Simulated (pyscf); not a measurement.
•H₂C–I (SMILES [CH2]I) + H₂ (SMILES [H][H]) → H₃C–I (SMILES CI) + H• (SMILES [H]), a hydrogen abstraction (doublet surface; H–H broken, C–H formed). Single points on ωB97X-D3(BJ)/def2-SVP structures (PySCF, gas phase). Energies in kJ/mol from the separated reactants.

Small-basis levels: PySCF, no dispersion term, spherical d functions. Open shells are spin-unrestricted. 

In single points B3LYP/6-31G*+LANL2DZ puts the saddle at 37.3 kJ/mol and the reaction energy at 0.0 kJ/mol. Should these be trusted to within a few kcal/mol? Compare with ωB97M-D3(BJ)/def2-TZVP.

ωB97M-D3(BJ)/def2-TZVP gives ΔE‡ = 51.7 kJ/mol and ΔE = -0.4 kJ/mol. B3LYP/6-31G*+LANL2DZ lies 14.4 kJ/mol under it in the barrier and 0.4 kJ/mol over it in the reaction energy, so on this step it does not hold to within 12.6 kJ/mol. ωB97M-D3(BJ)/def2-TZVP has limits of its own. This is the saddle that the search found; another between the same sides may lie lower. The angle at the transferred H is 177°. In the def2 sets elements past Kr carry core potentials, without spin-orbit coupling.
